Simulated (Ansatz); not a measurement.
We consider antifluorite Mg₂Sn, described by B3LYP (VWN-RPA form) (Ansatz, an electronic-structure program, PAW).

Numerical settings: plane-wave cutoff 460 eV, 6×6×6 k mesh, Fermi–Dirac smearing 0.01 eV, scalar-relativistic PAW data made under PBE.

Energies at three volumes about the minimum:

```json
[
 {"V (Å³/atom)": "25.710", "E − E_lowest (meV/atom)": "1.68"},
 {"V (Å³/atom)": "26.257", "E − E_lowest (meV/atom)": "0.00"},
 {"V (Å³/atom)": "26.914", "E − E_lowest (meV/atom)": "1.97"}
]
```

Q: Fit a parabola by hand: where is the minimum, what lattice constant follows, and what is the bulk modulus?

A: Slopes: (0.00 − 1.68)/(26.257 − 25.710) = -3.071 and (1.97 − 0.00)/(26.914 − 26.257) = 2.998 meV/Å³. Curvature E″ = 2 × (2.998 − (-3.071))/(26.914 − 25.710) = 10.081 meV/Å⁶. From the middle of the first interval, the slope vanishes at V0 = 25.9835 − (-3.071)/10.081 = 26.288 Å³/atom. B = V0 E″ = 26.288 × 10.081 meV/Å³ × 0.1602 GPa per meV/Å³ = 42.5 GPa. With 12 atoms in the cube, a = (12 × 26.288)^(1/3) = 6.807 Å. The full Birch–Murnaghan fit to all volumes gives V0 = 26.275 Å³/atom and B0 = 42.5 GPa.

Measured, for comparison: lattice constant a 6.766 Å (temperature not stated, no zero-point or thermal correction; as tabulated in Freccero, Grin, Wagner, Dalton Trans. (2023), ESI).
